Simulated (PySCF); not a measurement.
Compound: C₄H₈NP.
Bonds: C1–N2, N2–C3, N2–P4, P4–C5, C5–C6 (double), P4–C6. Hydrogens: H7, H8, H9 on C1; H10, H11, H12 on C3; H13 on C5; H14 on C6.

NICS = −σ at a ghost point: NICS(0) at the centroid of the ring atoms, NICS(1) 1 Å to either side along the normal of their mean plane, zz for the tensor component along that normal. Level: GIAO PBE0/pcSseg-1 (PySCF, non-relativistic, gas phase) on the GFN2-xTB geometry, one conformer.

Ring bond lengths (Å), with Mayer bond orders in brackets: P4–C5 1.833 (0.92), C5–C6 1.308 (1.72), C6–P4 1.834 (0.92).

Q: Give the NICS values of each ring in ppm.

A: 
```csv
ring,type,NICS(0),"NICS(1), two faces","NICS(1)zz, two faces",rms pucker (Å),"centre to ring atoms, mean (Å)"
P4–C5–C6,"3-membered ring with P; formal bonds 1 double, 2 single",-24.1,-12.2 / -4.4,-26.7 / -14.3,0.00,0.96
```

Q: What do they say, and how far can they be read as aromaticity?

A: 
- P4–C5–C6: mean NICS(1)zz -20.5 ppm, shielded. N2, outside the ring, lies 1.61 Å from a NICS(1) probe. The two faces differ by 12.4 ppm, so no symmetry operation interchanges them. NICS(0) lies 16 ppm below the mean NICS(1).

Q: And the bond-length index? HOMA = 1 − mean of α(R − Ropt)² over the ring bonds, with Krygowski's 1993 parameters (CC: Ropt 1.388 Å, α 257.7 Å⁻²; CP: Ropt 1.698 Å, α 118.91 Å⁻²).

A: 
- P4–C5–C6: HOMA -1.00; the largest term is that of C6–P4, α(R − Ropt)² = 2.19.

Q: What field does 1 T along the ring normal induce along that normal at the second NICS(1) probe listed for ring P4–C5–C6, 1 Å off the ring?

A: NICSzz × B0 = -14.3 ppm × 1 T = -14 μT, against the applied field.

Q: Give the inner angles of the rings and the Hirshfeld charges of the ring atoms.

A: 
- P4–C5–C6: P4 41.8° (+0.137 e), C5 69.1° (-0.086 e), C6 69.1° (-0.086 e); sum 180.0° against 180° for a flat convex ring.

Q: What are the shieldings of the ring atoms and their hydrogens in the same run (means over atoms taken as equivalent)?

A: 
```json
{"atoms": "P4", "environment": "three-coordinate phosphorus", "σ isotropic (ppm)": "465.3", "principal values of the symmetric part, first atom (ppm)": "148.8, 169.4, 1077.9"}
{"atoms": "C5 (×2)", "environment": "alkene CH carbon", "σ isotropic (ppm)": "41.7", "principal values of the symmetric part, first atom (ppm)": "-103.5, 40.7, 188.1"}
{"atoms": "H13 (×2)", "environment": "vinylic hydrogen", "σ isotropic (ppm)": "22.66", "principal values of the symmetric part, first atom (ppm)": "18.7, 24.0, 25.2"}
```

The values belong to the conformer `[CH3:1][N:2]([CH3:3])[P:4]1[CH:5]=[CH:6]1`: C1–N2–P4–C5 -91°.
